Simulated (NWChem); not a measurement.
Everything below was run with NWChem. System: O₂ (+1), charge 1, spin multiplicity 2, at a geometry optimised with UB3LYP/def2-SVP. The structure started from a generated list of species. Its SCF solution wasn't tested for a lower state. Level: ROCCSD(T)/3-21G, 2 core orbitals frozen.

Input file:

```
start mol
memory heap 100 mb stack 700 mb global 1900 mb
charge 1
geometry units angstroms nocenter noautoz
  O      0.000000     0.000000     0.553488
  O      0.000000     0.000000    -0.553488
  symmetry group D2h
end
basis spherical
  * library 3-21g
end
scf
  rohf
  nopen 1
  maxiter 100
  thresh 1e-7
  semidirect memsize 60000000 filesize 0
  # guess.movecs holds the orbitals of an unrestricted PBE0 run
  vectors input guess.movecs output mol.movecs
end
tce
  freeze core 2
  ccsd(t)
  2eorb
  2emet 13
  thresh 1e-6
  maxiter 100
  tilesize 24
end
task tce energy
```

NWChem printed:

```
             Northwest Computational Chemistry Package (NWChem) 7.3.0
             --------------------------------------------------------

                                NWChem Input Module
                                -------------------

 Scaling coordinates for geometry "geometry" by  1.889725989
 (inverse scale =  0.529177249)

 Turning off AUTOSYM since
 SYMMETRY directive was detected!

                             Geometry "geometry" -> ""
                             -------------------------

 Output coordinates in angstroms (scale by  1.889725989 to convert to a.u.)

  No.       Tag          Charge          X              Y              Z
 ---- ---------------- ---------- -------------- -------------- --------------
    1 O                    8.0000     0.00000000     0.00000000     0.55348800
    2 O                    8.0000     0.00000000     0.00000000    -0.55348800

 Effective nuclear repulsion energy (a.u.)      30.5944699216

            Nuclear Dipole moment (a.u.)
            ----------------------------
        X                 Y               Z
 ---------------- ---------------- ----------------
     0.0000000000     0.0000000000     0.0000000000

      Symmetry information
      --------------------

 Group name             D2h
 Group number             26
 Group order               8
 No. of unique centers     1

      Symmetry unique atoms

     1


 Summary of "ao basis" -> "" (spherical)
 ------------------------------------------------------------------------------
       Tag                 Description            Shells   Functions and Types
 ---------------- ------------------------------  ------  ---------------------
 *                           3-21g                    on all atoms

 Summary of "ao basis" -> "ao basis" (spherical)
 ------------------------------------------------------------------------------
       Tag                 Description            Shells   Functions and Types
 ---------------- ------------------------------  ------  ---------------------
 O                           3-21g                   5        9   3s2p

                                 NWChem SCF Module
                                 -----------------

  ao basis        = "ao basis"
  functions       =    18
  atoms           =     2
  closed shells   =     7
  open shells     =     1
  charge          =   1.00
  wavefunction    = ROHF
  use symmetry    = T
  symmetry adapt  = T

 Summary of "ao basis" -> "ao basis" (spherical)
 ------------------------------------------------------------------------------
       Tag                 Description            Shells   Functions and Types
 ---------------- ------------------------------  ------  ---------------------
 O                           3-21g                   5        9   3s2p

      Symmetry analysis of basis
      --------------------------

        ag          5
        au          0
        b1g         0
        b1u         5
        b2g         2
        b2u         2
        b3g         2
        b3u         2

 Forming initial guess at       0.0s

      Symmetry analysis of molecular orbitals - initial
      -------------------------------------------------

  Numbering of irreducible representations:

     1 ag          2 au          3 b1g         4 b1u         5 b2g
     6 b2u         7 b3g         8 b3u

  Orbital symmetries:

     1 b1u         2 ag          3 ag          4 b1u         5 b3u
     6 b2u         7 ag          8 b2g         9 b3g        10 b1u
    11 b3u        12 b2u        13 b1u        14 b2g        15 b3g
    16 ag         17 ag         18 b1u

 Starting SCF solution at       0.0s

 ----------------------------------------------
         Quadratically convergent ROHF

 Convergence threshold     :          1.000E-07
 Maximum no. of iterations :          100
 Final Fock-matrix accuracy:          1.000E-09
 ----------------------------------------------

              iter       energy          gnorm     gmax       time
             ----- ------------------- --------- --------- --------
                 1     -148.2536213774  6.56D-01  3.15D-01      0.0
                 2     -148.2656580551  1.13D-01  4.85D-02      0.0
                 3     -148.2661268523  1.99D-03  1.06D-03      0.0
                 4     -148.2661270169  1.31D-07  6.50D-08      0.0
                 5     -148.2661270169  6.57D-09  3.36D-09      0.0

       Final ROHF results
       ------------------

         Total SCF energy =   -148.266127016882
      One-electron energy =   -256.738573713822
      Two-electron energy =     77.877976775297
 Nuclear repulsion energy =     30.594469921643

        Time for solution =      0.0s

       Symmetry analysis of molecular orbitals - final
       -----------------------------------------------

  Numbering of irreducible representations:

     1 ag          2 au          3 b1g         4 b1u         5 b2g
     6 b2u         7 b3g         8 b3u

  Orbital symmetries:

     1 b1u         2 ag          3 ag          4 b1u         5 b3u
     6 ag          7 b2u         8 b2g         9 b3g        10 b1u
    11 b3u        12 b2u        13 b1u        14 b2g        15 ag
    16 b3g        17 ag         18 b1u

             Final eigenvalues
             -----------------

              1
    1  -21.2243
    2  -21.2238
    3   -2.3117
    4   -1.5331
    5   -1.2619
    6   -1.2331
    7   -1.1999
    8   -0.6751
    9   -0.4132
   10    0.1553
   11    1.1704
   12    1.1847
   13    1.2100
   14    1.3147
   15    1.3241
   16    1.3339
   17    2.0196
   18    2.6286

                       ROHF Final Molecular Orbital Analysis
                       -------------------------------------

 Vector    6  Occ=2.000000D+00  E=-1.233101D+00  Symmetry=ag
              MO Center= -1.9D-21, -2.8D-43, -1.3D-16, r^2= 1.0D+00
   Bfn.  Coefficient  Atom+Function         Bfn.  Coefficient  Atom+Function
  ----- ------------  ---------------      ----- ------------  ---------------
     5      0.411303  1 O  pz                14     -0.411303  2 O  pz
     6      0.340978  1 O  s                 15      0.340978  2 O  s
     9      0.285543  1 O  pz                18     -0.285543  2 O  pz

 Vector    7  Occ=2.000000D+00  E=-1.199881D+00  Symmetry=b2u
              MO Center= -1.1D-62,  3.9D-42, -1.0D-17, r^2= 7.7D-01
   Bfn.  Coefficient  Atom+Function         Bfn.  Coefficient  Atom+Function
  ----- ------------  ---------------      ----- ------------  ---------------
     4      0.377735  1 O  py                13      0.377735  2 O  py
     8      0.357162  1 O  py                17      0.357162  2 O  py

 Vector    8  Occ=1.000000D+00  E=-6.751037D-01  Symmetry=b2g
              MO Center= -2.8D-28,  1.9D-43, -1.1D-17, r^2= 8.0D-01
   Bfn.  Coefficient  Atom+Function         Bfn.  Coefficient  Atom+Function
  ----- ------------  ---------------      ----- ------------  ---------------
     3      0.477379  1 O  px                12     -0.477379  2 O  px
     7      0.457696  1 O  px                16     -0.457696  2 O  px

 Vector    9  Occ=0.000000D+00  E=-4.131515D-01  Symmetry=b3g
              MO Center= -6.4D-50,  3.1D-31,  1.4D-16, r^2= 8.8D-01
   Bfn.  Coefficient  Atom+Function         Bfn.  Coefficient  Atom+Function
  ----- ------------  ---------------      ----- ------------  ---------------
     8      0.529228  1 O  py                17     -0.529228  2 O  py
     4      0.426626  1 O  py                13     -0.426626  2 O  py

 Vector   10  Occ=0.000000D+00  E= 1.553251D-01  Symmetry=b1u
              MO Center=  2.4D-28,  6.5D-28,  1.3D-16, r^2= 9.6D-01
   Bfn.  Coefficient  Atom+Function         Bfn.  Coefficient  Atom+Function
  ----- ------------  ---------------      ----- ------------  ---------------
     6      1.274816  1 O  s                 15     -1.274816  2 O  s
     9     -1.163552  1 O  pz                18     -1.163552  2 O  pz
     5     -0.436578  1 O  pz                14     -0.436578  2 O  pz

 Vector   11  Occ=0.000000D+00  E= 1.170413D+00  Symmetry=b3u
              MO Center= -4.4D-25, -1.4D-38, -4.5D-17, r^2= 1.0D+00
   Bfn.  Coefficient  Atom+Function         Bfn.  Coefficient  Atom+Function
  ----- ------------  ---------------      ----- ------------  ---------------
     3      0.715646  1 O  px                12      0.715646  2 O  px
     7     -0.597348  1 O  px                16     -0.597348  2 O  px

 center of mass
 --------------
 x =   0.00000000 y =   0.00000000 z =   0.00000000

 moments of inertia (a.u.)
 ------------------
          34.996602682507           0.000000000000           0.000000000000
           0.000000000000          34.996602682507           0.000000000000
           0.000000000000           0.000000000000           0.000000000000

  Mulliken analysis of the total density
  --------------------------------------

    Atom       Charge   Shell Charges
 -----------   ------   -------------------------------------------------------
    1 O    8     7.50   1.99  0.52  1.96  1.44  1.60
    2 O    8     7.50   1.99  0.52  1.96  1.44  1.60

 Mulliken analysis of the open-shell density
 -------------------------------------------

    Atom       Charge   Shell Charges
 -----------   ------   -------------------------------------------------------
    1 O    8     0.50   0.00  0.00  0.30  0.00  0.20
    2 O    8     0.50   0.00  0.00  0.30  0.00  0.20

       Multipole analysis of the density wrt the origin
       ------------------------------------------------

     L   x y z        total         open         nuclear
     -   - - -        -----         ----         -------
     0   0 0 0      1.000000     -1.000000     16.000000

     1   1 0 0     -0.000000      0.000000      0.000000
     1   0 1 0      0.000000     -0.000000      0.000000
     1   0 0 1      0.000000      0.000000      0.000000

     2   2 0 0     -6.367684     -0.876932      0.000000
     2   1 1 0      0.000000      0.000000      0.000000
     2   1 0 1      0.000000      0.000000      0.000000
     2   0 2 0     -5.843757     -0.292311      0.000000
     2   0 1 1     -0.000000     -0.000000      0.000000
     2   0 0 2     -5.833997     -1.675673     17.503870

                   NWChem Extensible Many-Electron Theory Module
                   ---------------------------------------------


            General Information
            -------------------
      Number of processors :     1
         Wavefunction type : Restricted open-shell Hartree-Fock
          No. of electrons :    15
           Alpha electrons :     8
            Beta electrons :     7
           No. of orbitals :    36
            Alpha orbitals :    18
             Beta orbitals :    18
        Alpha frozen cores :     2
         Beta frozen cores :     2
     Alpha frozen virtuals :     0
      Beta frozen virtuals :     0
         Spin multiplicity : doublet
    Number of AO functions :    18
       Number of AO shells :    10
        Use of symmetry is : on
      Symmetry adaption is : on
         Schwarz screening : 0.10D-09

          Correlation Information
          -----------------------
          Calculation type : Coupled-cluster singles & doubles w/ perturbation
   Perturbative correction : (T)
            Max iterations :      100
        Residual threshold : 0.10D-05
     T(0) DIIS level shift : 0.00D+00
     L(0) DIIS level shift : 0.00D+00
     T(1) DIIS level shift : 0.00D+00
     L(1) DIIS level shift : 0.00D+00
     T(R) DIIS level shift : 0.00D+00
     T(I) DIIS level shift : 0.00D+00
   CC-T/L Amplitude update :  5-th order DIIS
                I/O scheme : Global Array Library
        L-threshold :  0.10D-05
        EOM-threshold :  0.10D-05
 no EOMCCSD initial starts read in
 TCE RESTART OPTIONS
 SLICE:      F
 D4D5:       F
 quantumc:   F
 qrotation:  F
 pwtce:      F
 qducc:      F
 nacto:                         0
 nrotv:                         0
 nrot:                          0

            Memory Information
            ------------------
          Available GA space size is     249036152 doubles
          Available MA space size is     104856348 doubles

 Maximum block size supplied by input
 Maximum block size        24 doubles

 tile_dim =      3

 -------------------------------------------------

 Global array virtual files algorithm will be used

 Parallel file system coherency ......... OK

 4-electron integrals stored in orbital form

 v2    file size   =             1816
 4-index algorithm nr.  13 is used
 imaxsize =       30
 imaxsize ichop =        0


CCSD iterations
 ---------------------------------------------------------
 Iter          Residuum       Correlation     Cpu    Wall
 ---------------------------------------------------------
    1   0.2645075943492  -0.3122648138256     0.3     0.3
    2   0.0828060683185  -0.2513492079620     0.2     0.2
    3   0.0346593358423  -0.2780144827800     0.2     0.2
    4   0.0137857372516  -0.2700963926115     0.3     0.3
    5   0.0061735539739  -0.2739523960155     0.3     0.3
    6   0.0011616218465  -0.2734652190381     0.3     0.3
    7   0.0004584161872  -0.2735001079845     0.3     0.3
    8   0.0002219934325  -0.2734987000432     0.3     0.3
    9   0.0001198038188  -0.2735058704651     0.3     0.3
   10   0.0000660186504  -0.2735089261563     0.3     0.3
   11   0.0000077395162  -0.2735140617302     0.2     0.2
   12   0.0000024377549  -0.2735137891321     0.3     0.3
   13   0.0000010186785  -0.2735141068224     0.3     0.3
   14   0.0000004747328  -0.2735140701467     0.3     0.3
 -----------------------------------------------------------------
 Iterations converged
 CCSD correlation energy / hartree =        -0.273514070146716
 CCSD total energy / hartree       =      -148.539641087028343

 Singles contributions

 Doubles contributions
     9b3g (alpha)     8b2g (beta ) ---     7b2u (alpha)     5b3u (beta )       -0.1074258962
     9b3g (alpha)     9b3g (beta ) ---     7b2u (alpha)     7b2u (beta )       -0.1616489841
 CCSD(T)
 Using plain CCSD(T) code
             total no. of tasks         2693
 total no. of tasks / no. procs         2693
                         wl_min            1           1.0
                         wl_max          144           2.3
        thresh for no. of tasks         2693

 CCSD[T]  correction energy / hartree =        -0.011053153975077
 CCSD[T] correlation energy / hartree =        -0.284567224121793
 CCSD[T] total energy / hartree       =      -148.550694241003413
 CCSD(T)  correction energy / hartree =        -0.010254836790046
 CCSD(T) correlation energy / hartree =        -0.283768906936762
 CCSD(T) total energy / hartree       =      -148.549895923818383

 Task  times  cpu:        3.9s     wall:        3.9s

 Total times  cpu:        4.0s     wall:        4.0s
```
